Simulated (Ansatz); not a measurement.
# LiMgH+ (quartet): from Hartree-Fock to the top rungs, def2-QZVPP

An exercise on one series of results from a longer session: the logs are not shown, and one member is left open.

Computed with Ansatz 0.2.0, Gaussian basis. Level: def2-QZVPP, core rule «outside noble gas», up to 6 orbitals frozen.

The runs, in order: UHF; ROHF; CCSD(T) on UHF.

2 further runs of the same task are left out: 2 set aside as unsound or not needed.

### The system

The geometry is a PBE0/def2-TZVP stationary point (not a proven minimum) of the parent state, kept for this charge and spin.

3 atoms, charge 1, spin multiplicity 4.

Atoms are counted from 1 here; the program's logs count them from 0.

Bond lengths: Li1–H3 1.790 Å, Mg2–H3 1.811 Å. Angles: Li1–H3–Mg2 104.5°.

The first run:

The input, in.yaml:

```yaml
crystal:
  periodic: [false, false, false]
  atoms:
    - {symbol: Li, position_ang: [0.000000, -0.137297, 2.185636]}
    - {symbol: Mg, position_ang: [0.000000, -0.003501, -0.658559]}
    - {symbol: H, position_ang: [0.000000, 1.029907, 0.829180]}
basis:
  gaussian: {orbitals: "def2-QZVPP.json"}
total_charge: 1
magnetization: {spin_polarized: true, initial_magnetization: 3}
hamiltonian: {xc: hf}
output: {orbitals: {seedname: orbitals}}
```

On the command line:

```console
> ansatz run in.yaml --threads 1 --pin off --events-out ev --progress --plain --max-ram 2393MiB
```

Among the steps run: UHF; ROHF; CCSD(T) on UHF.

One of the session's tables, all rows but one given; the rest of the session is left out.

It belongs to the step «Misses and costs». 

```
  method  from UCCSD(T) (kJ/mol)
    ROHF                   +23.7
     UHF                   +23.5
    UMP2                    +9.3
   UCCSD                       ?
UCCSD(T)                       0
```

**Question.** Estimate the row for UCCSD.

The run gave: from UCCSD(T) (kJ/mol): +0.2. In the column «from UCCSD(T) (kJ/mol)» it lies between UCCSD(T) (0) and UMP2 (+9.3).
